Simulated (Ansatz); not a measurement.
```yaml
crystal:
  periodic: [false, false, false]
  atoms:
    - {symbol: Al, position_ang: [-1.105228, 0.238406, 0.000962]}
    - {symbol: O, position_ang: [0.542482, 0.272041, 0.003809]}
    - {symbol: O, position_ang: [1.486699, -0.703407, -0.005506]}
    - {symbol: H, position_ang: [-2.624088, 0.465343, 0.001176]}
basis:
  gaussian: {orbitals: def2-TZVP}
hamiltonian: {xc: pbe0}
relax: {f_tol: 0.004, max_steps: 80}
```

```sh
$ ansatz run in.yaml --threads 1 --pin off --events-out ev --progress --plain --max-ram 2176MiB
```

Steps of the relaxation (energy above the last step; positions in Å, forces in eV/Å):

```
4
step 1, 529.6 meV
Al   -1.105    0.238    0.001    0.332   -0.251   -0.002
O     0.542    0.272    0.004   -0.552    0.057    0.000
O     1.487   -0.703   -0.006    0.735   -0.153   -0.001
H    -2.624    0.465    0.001   -0.516    0.346    0.003
```

```
4
step 2, 450.6 meV
Al   -1.120    0.183    0.000   -0.007   -0.234   -0.003
O     0.529    0.245    0.003   -0.188   -0.445   -0.005
O     1.542   -0.676   -0.005    0.237    0.368    0.004
H    -2.651    0.520    0.002   -0.042    0.311    0.003
```

```
4
step 3, 363.2 meV
Al   -1.176   -0.006   -0.002   -0.567    0.192    0.001
O     0.472    0.158    0.002    1.332   -1.245   -0.012
O     1.684   -0.572   -0.004   -1.707    1.255    0.011
H    -2.681    0.692    0.004    0.942   -0.203   -0.001
```

```
4
step 4, 169.7 meV
Al   -1.218   -0.018    0.000    0.645   -0.565   -0.004
O     0.428    0.001    0.002   -0.318    0.187   -0.004
O     1.683   -0.442   -0.004   -0.440    0.112    0.004
H    -2.593    0.731    0.003    0.113    0.267    0.003
```

```
4
step 8, 0.1 meV
Al   -1.317   -0.360    0.001   -0.061   -0.006    0.001
O     0.314   -0.004    0.001    0.103   -0.012   -0.005
O     1.578   -0.262   -0.004   -0.035    0.016    0.003
H    -2.276    0.898    0.002   -0.006    0.002    0.001
```

```
4
step 10, 0.0 meV
Al   -1.319   -0.361    0.001    0.000    0.001    0.000
O     0.315   -0.005   -0.001   -0.002    0.000    0.000
O     1.579   -0.261   -0.002    0.002    0.000    0.000
H    -2.275    0.899    0.002    0.000    0.000    0.000
```

Close pairs at the end: O2–O3 1.289 Å, Al1–H4 1.582 Å, Al1–O2 1.672 Å.

A stationary point of restricted PBE0 after 10 steps (its stability towards spin polarisation wasn't tested); no frequencies were run, so it isn't proven a minimum. 25 s on 1 thread of Arm Neoverse V1, shared host.
